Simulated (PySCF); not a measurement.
Can point charges reproduce the dipole moment of `C=P/C=C\C`?

Coordinates (GFN2-xTB, Å) and charges (e) from the PBE0/pcSseg-1 density (PySCF):

```csv
atom,x,y,z,Mulliken,IAO,Hirshfeld,ESP-fitted
C1,2.718,-0.238,-0.282,-0.4855,-0.5714,-0.1605,-0.3936
P2,1.174,-0.864,-0.314,+0.3792,+0.3952,+0.1122,-0.0093
C3,0.232,0.579,0.245,-0.4096,-0.3673,-0.1193,-0.1108
C4,-1.091,0.604,0.397,-0.1692,-0.1035,-0.0248,-0.1556
C5,-2.013,-0.534,0.139,-0.2456,-0.4304,-0.1178,+0.1192
H6,3.552,-0.857,-0.567,+0.1497,+0.1698,+0.0428,+0.1779
H7,2.953,0.773,0.012,+0.1439,+0.1526,+0.0430,+0.1668
H8,0.814,1.467,0.463,+0.1216,+0.1442,+0.0394,+0.1071
H9,-1.567,1.518,0.738,+0.1109,+0.1473,+0.0482,+0.0946
H10,-2.564,-0.782,1.046,+0.1322,+0.1567,+0.0507,+0.0168
H11,-2.744,-0.258,-0.621,+0.1323,+0.1567,+0.0507,+0.0149
H12,-1.463,-1.410,-0.195,+0.1402,+0.1502,+0.0352,-0.0280
```

Problem. Compute μ = Σ q r for each scheme (1 e·Å = 4.803 D) and compare with the dipole of the full density.

Solution. The full density gives (-0.77, 0.92, 0.38) D, 1.25 D in size; dipole vectors point from the negative to the positive end.

```csv
scheme,μx,μy,μz,size (D),share of the full size (%),angle to the full dipole (°)
Mulliken,-1.52,-2.05,-0.48,2.59,207,106
IAO,-1.47,-1.05,-0.17,1.81,145,88
Hirshfeld,-0.74,-0.26,0.00,0.78,62,71
ESP-fitted,-0.75,0.86,0.36,1.20,96,1
```

Problem. Which set comes closest?

Solution. Length of the difference vector: ESP-fitted 0.06 D, Hirshfeld 1.24 D, IAO 2.16 D, Mulliken 3.18 D. Closest: ESP-fitted. The schemes that divide the density aren't constrained to reproduce the dipole.

Problem. What is left for the Hirshfeld atoms' own dipoles?

Solution. The shares of the density sum to the whole, so what Σ q r misses lies in dipoles about the nuclei. The atomic dipoles sum to (-0.77, 0.92, 0.38) − (-0.74, -0.26, 0.00) = (-0.03, 1.18, 0.38) D, 1.24 D in size.

Problem. With the origin at the mean of the coordinates, (0.000, 0.000, 0.089) Å, which are the largest single terms, by size, of the IAO dipole along the direction of the full one?

Solution. C1 +5.34, P2 -2.79, H6 -2.44, C5 -1.77, H9 +1.60 D; all 12 atoms together +0.08 D. The single terms depend on the origin, their sum doesn't.

Problem. Give the size of the full dipole in other units.

Solution. 1.25 D = 0.493 au = 0.261 e·Å = 4.18 × 10⁻³⁰ C·m.

The structure is a single GFN2-xTB conformer in the gas phase; no vibrational or solvent corrections.

The values belong to the conformer `[CH2:1]=[P:2]/[CH:3]=[CH:4]\[CH3:5]`: C1–P2–C3–C4 180°.
